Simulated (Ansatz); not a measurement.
# Two structures, one formula

Two relaxed structures of SiH3SO (charge +1), singlet (PBE0-D4/def2-TZVP; forces vanish, vibrations not checked).

A:

```json
{"atom": "O1", "x (Å)": "0.2128", "y (Å)": "-0.1311", "z (Å)": "-0.3865"}
{"atom": "Si2", "x (Å)": "-1.4465", "y (Å)": "0.0110", "z (Å)": "-1.1572"}
{"atom": "S3", "x (Å)": "0.7378", "y (Å)": "-0.5542", "z (Å)": "1.2283"}
{"atom": "H4", "x (Å)": "-2.0652", "y (Å)": "-0.2303", "z (Å)": "0.1987"}
{"atom": "H5", "x (Å)": "0.9791", "y (Å)": "-0.0537", "z (Å)": "-0.9810"}
{"atom": "H6", "x (Å)": "0.8409", "y (Å)": "0.7285", "z (Å)": "1.6303"}
```

B:

```
6
angstrom
O -1.4276 0.1732 -0.9105
Si 0.4637 -0.2481 1.7299
S -0.0106 0.5952 -0.3102
H -1.7050 -0.7299 -0.6903
H 0.8787 -0.1476 -1.0224
H 1.7916 0.3483 1.2655
```

Computed with Ansatz 0.2.0 (basis: def2-TZVPP); correlated methods freeze the cores. B3LYP uses VWN-RPA correlation.

Task: Which structure is lower at CCSD(T), and by how much? (To be estimated.)

Result: Computed: A, by 0.200 eV (electronic energy, against the other). By their contacts, A is SiH₃SO ([SiH][OH][SH]), total charge +1 and B is SiH₃SO ([OH][SH][SiH]), total charge +1.

Task: Do the other methods give the same order? (Judge from chemistry; the calculation decides.)

Result: Computed: Not all: PBE-D4, r2SCAN-D4, PBE0-D4 give the other order.

```
   method  E(B) − E(A) (eV)
   PBE-D4            -0.144
r2SCAN-D4            -0.135
  PBE0-D4            -0.089
 B3LYP-D4             0.098
  wB97M-V             0.145
       HF             0.307
      MP2             0.159
     CCSD             0.241
  CCSD(T)             0.200
```

No T1 diagnostic of these runs exceeds 0.016. The restricted Hartree–Fock reference is unstable towards an unrestricted one at one or more of these structures.

Labels in which every atom is bracketed show which atoms are joined, not bond orders.

For scale, one of the runs: CCSD(T)/def2-TZVPP, 157 basis functions, launched by `ansatz run in.yaml --threads 2 --pin off --events-out ev --progress --plain --max-ram 4352MiB`. The run took 13 s on 2 CPU threads of an AMD EPYC 7R13 (shared host), with 1 GiB of host memory at its peak.
